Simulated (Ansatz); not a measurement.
```yaml
crystal:
  periodic: [false, false, false]
  atoms:
    - {symbol: P, position_ang: [0.000000, 0.000000, -1.592375]}
    - {symbol: N, position_ang: [0.000000, 0.000000, -0.020606]}
    - {symbol: Si, position_ang: [0.000000, 0.000000, 1.612982]}
basis:
  gaussian: {orbitals: def2-TZVP}
magnetization: {spin_polarized: true, initial_magnetization: 2}
hamiltonian: {xc: pbe0}
relax: {f_tol: 0.004, max_steps: 80}
```

```sh
$ ansatz run in.yaml --threads 1 --pin off --events-out ev --progress --plain --max-ram 2176MiB
```

Steps of the relaxation (energy above the last step; positions in Å, forces in eV/Å):

```
3
step 1, 12.8 meV
P     0.000    0.000   -1.592    0.000    0.000   -0.473
N     0.000    0.000   -0.021    0.000    0.000    1.156
Si    0.000    0.000    1.613    0.000    0.000   -0.683
```

```
3
step 2, 5.7 meV
P     0.000    0.000   -1.593    0.000    0.000   -0.356
N     0.000    0.000   -0.016    0.000    0.000    0.790
Si    0.000    0.000    1.609    0.000    0.000   -0.435
```

```
3
step 3, 0.0 meV
P     0.000    0.000   -1.597    0.000    0.000    0.042
N     0.000    0.000   -0.006    0.000    0.000   -0.042
Si    0.000    0.000    1.603    0.000    0.000   -0.001
```

```
3
step 4, 0.0 meV
P     0.000    0.000   -1.596    0.000    0.000   -0.011
N     0.000    0.000   -0.006    0.000    0.000    0.000
Si    0.000    0.000    1.603    0.000    0.000    0.011
```

```
3
step 5, 0.0 meV
P     0.000    0.000   -1.597    0.000    0.000    0.000
N     0.000    0.000   -0.006    0.000    0.000    0.000
Si    0.000    0.000    1.603    0.000    0.000    0.000
```

Close pairs at the end: P1–N2 1.590 Å, N2–Si3 1.609 Å.

A stationary point of unrestricted PBE0 after 5 steps, with ⟨S²⟩ = 2.037 against 2.00 for a pure state; no frequencies were run, so it isn't proven a minimum. 22 s on 1 thread of Arm Neoverse V1, shared host.
